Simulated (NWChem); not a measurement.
All runs are NWChem calculations. System: H (-1), charge -1, spin multiplicity 1. Level: RHF/def2-TZVPD.

The NWChem input:

```
start mol
memory heap 200 mb stack 900 mb global 1100 mb
charge -1
geometry units angstroms nocenter noautoz
  H      0.000000     0.000000     0.000000
  symmetry group D2h
end
basis spherical
  * library def2-tzvpd
end
scf
  rhf
  nopen 0
  maxiter 100
  thresh 1e-7
  semidirect memsize 60000000 filesize 0
end
task scf energy
```

NWChem printed:

```
             Northwest Computational Chemistry Package (NWChem) 7.3.0
             --------------------------------------------------------

                                NWChem Input Module
                                -------------------

 Scaling coordinates for geometry "geometry" by  1.889725989
 (inverse scale =  0.529177249)

                             Geometry "geometry" -> ""
                             -------------------------

 Output coordinates in angstroms (scale by  1.889725989 to convert to a.u.)

  No.       Tag          Charge          X              Y              Z
 ---- ---------------- ---------- -------------- -------------- --------------
    1 H                    1.0000     0.00000000     0.00000000     0.00000000

 Effective nuclear repulsion energy (a.u.)       0.0000000000

            Nuclear Dipole moment (a.u.)
            ----------------------------
        X                 Y               Z
 ---------------- ---------------- ----------------
     0.0000000000     0.0000000000     0.0000000000

      Symmetry information
      --------------------

 Group name             D2h
 Group number             26
 Group order               8
 No. of unique centers     1

      Symmetry unique atoms

     1


 Summary of "ao basis" -> "" (spherical)
 ------------------------------------------------------------------------------
       Tag                 Description            Shells   Functions and Types
 ---------------- ------------------------------  ------  ---------------------
 *                         def2-tzvpd                 on all atoms

 Summary of "ao basis" -> "ao basis" (spherical)
 ------------------------------------------------------------------------------
       Tag                 Description            Shells   Functions and Types
 ---------------- ------------------------------  ------  ---------------------
 H                         def2-tzvpd                5        9   3s2p

                                 NWChem SCF Module
                                 -----------------

  ao basis        = "ao basis"
[...]
                 4       -0.4664977736  6.89D-14  6.62D-14      0.1

       Final RHF  results
       ------------------

         Total SCF energy =     -0.466497773614
      One-electron energy =     -0.926088930744
      Two-electron energy =      0.459591157130
 Nuclear repulsion energy =      0.000000000000

        Time for solution =      0.0s

       Symmetry analysis of molecular orbitals - final
       -----------------------------------------------

  Numbering of irreducible representations:

     1 ag          2 au          3 b1g         4 b1u         5 b2g
     6 b2u         7 b3g         8 b3u

  Orbital symmetries:

     1 ag          2 b2u         3 b1u         4 b3u         5 ag
     6 b3u         7 b2u         8 b1u         9 ag

             Final eigenvalues
             -----------------

              1
    1   -0.0035
    2    0.4753
    3    0.4753
    4    0.4753
    5    0.7415
    6    2.2287
    7    2.2287
    8    2.2287
    9    2.9807

                       ROHF Final Molecular Orbital Analysis
                       -------------------------------------

 Vector    1  Occ=2.000000D+00  E=-3.453308D-03  Symmetry=ag
              MO Center= -6.2D-35, -3.1D-35,  2.4D-41, r^2= 1.5D+00
   Bfn.  Coefficient  Atom+Function         Bfn.  Coefficient  Atom+Function
  ----- ------------  ---------------      ----- ------------  ---------------
     3      0.765567  1 H  s                  1      0.174268  1 H  s
     2      0.174401  1 H  s

 Vector    2  Occ=0.000000D+00  E= 4.753363D-01  Symmetry=b2u
              MO Center= -5.5-108,  4.1D-37,  2.1-114, r^2= 3.7D+00
   Bfn.  Coefficient  Atom+Function         Bfn.  Coefficient  Atom+Function
  ----- ------------  ---------------      ----- ------------  ---------------
     8      1.005266  1 H  py

 Vector    3  Occ=0.000000D+00  E= 4.753363D-01  Symmetry=b1u
              MO Center= -3.3-120, -1.6-120, -3.2D-43, r^2= 3.7D+00
   Bfn.  Coefficient  Atom+Function         Bfn.  Coefficient  Atom+Function
  ----- ------------  ---------------      ----- ------------  ---------------
     9      1.005266  1 H  pz

 Vector    4  Occ=0.000000D+00  E= 4.753363D-01  Symmetry=b3u
              MO Center=  8.2D-37, -1.1-107,  8.5-114, r^2= 3.7D+00
   Bfn.  Coefficient  Atom+Function         Bfn.  Coefficient  Atom+Function
  ----- ------------  ---------------      ----- ------------  ---------------
     7      1.005266  1 H  px

 center of mass
 --------------
 x =   0.00000000 y =   0.00000000 z =   0.00000000

 moments of inertia (a.u.)
 ------------------
           0.000000000000           0.000000000000           0.000000000000
           0.000000000000           0.000000000000           0.000000000000
           0.000000000000           0.000000000000           0.000000000000

  Mulliken analysis of the total density
  --------------------------------------

    Atom       Charge   Shell Charges
 -----------   ------   -------------------------------------------------------
    1 H    1     2.00   0.20  0.31  1.48  0.00 -0.00

       Multipole analysis of the density wrt the origin
       ------------------------------------------------

     L   x y z        total         open         nuclear
     -   - - -        -----         ----         -------
     0   0 0 0     -1.000000      0.000000      1.000000

     1   1 0 0      0.000000      0.000000      0.000000
     1   0 1 0      0.000000      0.000000      0.000000
     1   0 0 1     -0.000000      0.000000      0.000000

     2   2 0 0     -3.490438      0.000000      0.000000
     2   1 1 0     -0.000000      0.000000      0.000000
     2   1 0 1      0.000000      0.000000      0.000000
     2   0 2 0     -3.490438      0.000000      0.000000
     2   0 1 1      0.000000      0.000000      0.000000
     2   0 0 2     -3.490438      0.000000      0.000000

 Task  times  cpu:        0.0s     wall:        0.0s

 Total times  cpu:        0.1s     wall:        0.1s
```
